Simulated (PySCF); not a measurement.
**H3PS, singlet: data card**

These are results of PBE0 in PySCF with P def2-TZVP, S def2-TZVP, H def2-TZVP; no relativity; density-fitted integrals, not measurements.

The structure is a minimum.

* Point group: C3v
* Bond lengths: P–H 1.415 Å (×3), P–S 1.925 Å
* Bond angles: H–P–H 99.9° (×3), H–P–S 117.9° (×3)
* Principal quadrupole moments (Buckingham, traceless) about the centre of mass: -1.00, -1.00, 2.00 D Å
* Entropy at 298.15 K and 1 bar: 246.5 J/(mol K)
* Zero-point energy: 76.1 kJ/mol
* Rotational symmetry number: 3
* Principal polarisabilities: 33.2, 33.2, 59.0 bohr³
* Enthalpy at 298.15 K above 0 K: 10.94 kJ/mol
* Highest occupied level: -6.96 eV
* Atomisation energy without zero-point energy: 1277 kJ/mol
* Lowest empty level: 0.00 eV
* Heat capacity Cp at 298.15 K: 46.7 J/(mol K)
* Dipole moment: 3.56 D
* Rotational constants: 3.565, 0.2465, 0.2465 cm⁻¹

Harmonic modes (masses in u: P 30.974, S 31.972, H 1.008):
```json
{"symmetry": "a1", "ω (cm⁻¹)": "694", "IR (km/mol, summed over degenerate members)": "53.0", "μ (u)": "13.42", "type": "stretch"}
{"symmetry": "e", "ω (cm⁻¹)": "726", "IR (km/mol, summed over degenerate members)": "1.3", "μ (u)": "1.15", "type": "bend"}
{"symmetry": "e", "ω (cm⁻¹)": "1109", "IR (km/mol, summed over degenerate members)": "27.2", "μ (u)": "1.03", "type": "bend"}
{"symmetry": "a1", "ω (cm⁻¹)": "1126", "IR (km/mol, summed over degenerate members)": "187", "μ (u)": "1.08", "type": "bend"}
{"symmetry": "e", "ω (cm⁻¹)": "2408", "IR (km/mol, summed over degenerate members)": "88.3", "μ (u)": "1.04", "type": "stretch"}
{"symmetry": "a1", "ω (cm⁻¹)": "2424", "IR (km/mol, summed over degenerate members)": "109", "μ (u)": "1.03", "type": "stretch"}
```

In C3v the vibrations span 3a1 + 3e.

Charges (e):
```tsv
atom	Mulliken	Löwdin	polar tensor	Mayer order to P1
P1	0.13	0.15	1.04	–
S2	-0.39	-0.16	-0.57	1.89
H3,4,5	0.09	0.00	-0.16	0.88
```

Mulliken populations on P1: s 5.45, p 8.92, d 0.48, f 0.02.

Outer orbital energies (eV). occupied: -21.25, -17.26, -12.36, -12.36, -10.54, -6.96, -6.96; empty: 0.00, 0.56, 0.56, 0.65.

Counting electrons, phosphorus keeps none of its valence electrons outside its bonds, so the VSEPR class is AX4 and the expected shape is tetrahedral; with unlike ligands the computed point group is C3v.

This need not be the most stable arrangement of these atoms.

The final relaxation and frequency run took 27 s on 2 threads of a shared Arm Neoverse V1 host, with 92 basis functions and 11 gradients; the process peaked at 1.2 GiB. Launch command: `OMP_NUM_THREADS=2 python axn.py task.json out`.
